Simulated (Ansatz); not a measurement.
Input file:

```yaml
crystal:
  periodic: [false, false, false]
  atoms:
    - {symbol: Ge, position_ang: [-0.019400, 0.000000, 0.692332]}
    - {symbol: P, position_ang: [0.103187, -0.000001, -1.626866]}
    - {symbol: H, position_ang: [0.708145, -1.251254, 1.209657]}
    - {symbol: H, position_ang: [0.708144, 1.251256, 1.209656]}
    - {symbol: H, position_ang: [-1.462963, 0.000000, 1.222775]}
    - {symbol: H, position_ang: [-0.863073, -1.031331, -1.771848]}
    - {symbol: H, position_ang: [-0.863074, 1.031328, -1.771848]}
basis:
  gaussian: {orbitals: cc-pVDZ}
total_charge: 1
magnetization: {spin_polarized: false, initial_magnetization: 1}
correlation: {method: ccsd_t, frozen_orbitals: {Ge: 20}}
scf: {lower_state_search: off}
```

```sh
$ ansatz run in.yaml --threads 1 --pin off --events-out ev --progress --plain --max-ram 2393MiB
```

Q: One thing in this input was set wrong on purpose, beside settings that are merely unusual. What is the gravest fault, and what does the program do?

A: Wrong frozen-orbital counts. How the run ends: refused.
```
these checks for a lower state are left out or cut short: stability, starts, cluster_reference, orbital_swaps, neighbouring_geometries, increment
Error: "frozen_orbitals" has no count for P
```
